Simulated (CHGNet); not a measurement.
hcp Os

Computed with the machine-learned potential CHGNet 0.3.0 (trained on PBE and PBE+U data).

Cell (relaxed at this level):

```
CELL_PARAMETERS angstrom
      2.77228     0.00000     0.00000
     -1.38614     2.40087     0.00000
      0.00000     0.00000     4.31439
ATOMIC_POSITIONS crystal
  Os 0.66667 0.33333 0.75000
  Os 0.33333 0.66667 0.25000
```

```
Item                        Result
-------------------  -------------
lattice constant a         2.772 Å
lattice parameter c        4.314 Å
volume per atom      14.36 Å³/atom
```

Measured, for comparison: lattice constant a 2.734 Å (293 K, not corrected to a static lattice, our sources range from 2.734 to 2.740; as tabulated in Wikipedia's data pages); lattice parameter c 4.320 Å (293 K, not corrected to a static lattice; as tabulated in Wikipedia's data pages). Computed (rounded) less measured: lattice constant a +1.4 % (+1.2 % to +1.4 % over the range), lattice parameter c -0.1 %.

A machine-learned potential is trained on density-functional data: it inherits that level's misses and adds fitting errors of its own.

Note: the model gives imaginary modes for this phase (in the spectrum interpolated from a supercell).
